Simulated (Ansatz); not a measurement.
in.yaml

```yaml
crystal:
  periodic: [false, false, false]
  atoms:
    - {symbol: C, position_ang: [0.000000, 0.000000, -0.683800]}
    - {symbol: P, position_ang: [0.000000, 0.000000, -2.214400]}
    - {symbol: H, position_ang: [0.000000, 0.000000, 2.898200]}
basis:
  gaussian: {orbitals: 6-31G}
correlation: {method: fci, electrons: outside_noble_gas}
```

```sh
$ ansatz run in.yaml --threads 1 --pin off --events-out ev --progress --plain --max-ram 2393MiB
```

**Question.** Roughly how long does this take on 1 thread of Arm Neoverse V1, shared host, and how much host memory?

**Answer.** 2.3 min wall and 1.2 GiB.

```
500 factors; integrals over basis functions are off by at most 3.9e-8 eV
mean field evaluation 1: about -10301.0232 eV, gradient 1.9e1 eV
mean field evaluation 2: about -10301.0295 eV, gradient 1.9e1 eV
mean field evaluation 4: about -10304.0439 eV, gradient 1.2e1 eV
mean field evaluation 8: about -10304.8462 eV, gradient 1.2e-1 eV
mean field evaluation 16: about -10303.7907 eV, gradient 1.5e-2 eV
mean field evaluation 32: about -10303.7489 eV, gradient 2.5e0 eV
mean field evaluation 64: about -10304.4779 eV, gradient 7.6e0 eV
mean field -10304.84609341 eV, -378.6961090572 hartree, gradient 1.4e-6 eV, S^2 0.000000; 8 other end points of the search recorded, 0 dependent functions left out; unrestricted orbitals would lower it
mean field evaluation 96: about -10310.7234 eV, gradient 1.9e-1 eV
determinant -10304.84609341 eV, -378.6961090572 hartree, with singles and doubles -10312.92213834 eV, -378.9928982344 hartree
determinant -10303.78940226 eV, -378.6572763739 hartree, with singles and doubles -10312.32052728 eV, -378.9707894356 hartree
unrestricted determinant -10310.73281627 eV, -378.9124421321 hartree, S^2 1.8655
6 core orbitals not correlated: weight in the atoms' cores, before any rotation towards them, 1.000 or more for the frozen orbitals, at most 0.000 for the correlated occupied ones
reference -10304.84609341 eV, -378.6961090572 hartree; 5, 5 occupied and 13, 13 virtual orbitals, 500 factors
state -10314.62430497 eV, -379.0554517043 hartree
Total energy: -10314.62430497 eV, -379.0554517043 hartree
```
